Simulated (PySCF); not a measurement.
**Four-centre ligand exchange**

Start structure (AlH$_{5}$O, singlet), relaxed at PBE0-D4/def2-TZVP:

```json
{"atom": "Al1", "x (Å)": "-0.4226", "y (Å)": "-0.7748", "z (Å)": "-0.0707"}
{"atom": "H2", "x (Å)": "0.9178", "y (Å)": "-1.5724", "z (Å)": "0.3000"}
{"atom": "H3", "x (Å)": "-1.0503", "y (Å)": "-0.9876", "z (Å)": "-1.5182"}
{"atom": "H4", "x (Å)": "-1.4053", "y (Å)": "-0.3699", "z (Å)": "1.1286"}
{"atom": "H5", "x (Å)": "1.4113", "y (Å)": "0.9904", "z (Å)": "-0.0377"}
{"atom": "O6", "x (Å)": "0.4662", "y (Å)": "1.0456", "z (Å)": "-0.2171"}
{"atom": "H7", "x (Å)": "0.0853", "y (Å)": "1.6729", "z (Å)": "0.4072"}
```

The step: AlH₃ + H₂O → AlH₃O ([OH][AlH2]) + H₂; bonds formed: H2–H5; dative contacts that become bonds: Al1–O6; bonds broken: Al1–H2, H5–O6. Program: PySCF 2.14 with density fitting (its default auxiliary sets; JK sets also for MP2 and CCSD(T)). Basis: def2-TZVPP and def2-QZVPP. Cores are frozen in the correlated methods. Extrapolation: Hartree–Fock as exp(−7.88 √X), correlation as X^−2.97. Energies below are by CCSD(T) at an estimated basis limit (MP2 extrapolated from triple and quadruple zeta, plus CCSD(T) − MP2 in triple zeta).

Task: What are the electronic barrier and the energy of the step, from the start structure to the end structure? (To be estimated.)

Result: Computed: Barrier 67.6 kJ/mol; step energy -43.6 kJ/mol (downhill); reverse barrier, their difference, 111.2 kJ/mol. Barrier and step energy count from the start structure, the reverse barrier from the end structure.

The saddle point: One imaginary mode of 1242i cm⁻¹.
```
  pair  start (Å)  saddle (Å)  end (Å)
Al1–O6       2.03        1.87     1.70
 H2–H5       2.63        1.07     0.75
Al1–H2       1.60        1.77     2.46
 H5–O6       0.96        1.23     2.78
```

Zero-point energy (harmonic, PBE0-D4): ZPE is 117.9 kJ/mol at the start and 108.9 kJ/mol at the saddle, so the barrier goes from 67.6 to 58.6 kJ/mol.

First-order rate constant out of the start structure at 498 K by transition-state theory, with harmonic vibrational free energies alone and no tunnelling: ΔA‡ = 67.1 kJ/mol, so k = (kB T/h) exp(−ΔA‡/kB T) ≈ 10^6 s⁻¹ (an order of magnitude at best: rotation, the number of equivalent paths and anharmonicity are left out).

The T1 diagnostic stays at or below 0.013.

The step is the kind of ligand exchange by which a precursor binds to a hydroxyl group, or is hydrolysed, in atomic layer deposition of oxides.

Labels in which every atom is bracketed show which atoms are joined, not bond orders.

For scale, one of the runs: CCSD(T)/def2-TZVPP, 143 basis functions, launched by `OMP_NUM_THREADS=4 python run.py`. Hardware: 4 CPU threads of an Arm Neoverse V2, shared host. Wall time 51 s; peak host memory 0.69 GiB.
